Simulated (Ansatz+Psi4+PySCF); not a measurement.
```yaml
atoms:
  - { symbol: N, position_ang: [0.0000, 0.0000, 0.4897] }
  - { symbol: F, position_ang: [0.0000, 1.2382, -0.1270] }
  - { symbol: F, position_ang: [1.0723, -0.6191, -0.1270] }
  - { symbol: F, position_ang: [-1.0723, -0.6191, -0.1270] }
```

Basis set: cc-pVTZ (spherical functions). Left uncorrelated: 4 orbitals. Charge 0, multiplicity 1.

Computed with Ansatz (development build ahead of 0.2.0); each method stands on the lowest determinant of its kind that the runs found. Restricted open shells among the atoms or ions are ROHF, correlated in semicanonical orbitals with singles.

The atomization energy at this shape (free ground-state atoms in the same class of orbitals less the molecule, no zero-point energy) of singlet NF₃:

| method | atomization energy |
| --- | --- |
| RHF-CCSD | 7.65 eV |
| RHF-MP2 | 8.96 eV |

What does RHF-CCSD(T) give?

8.28 eV.
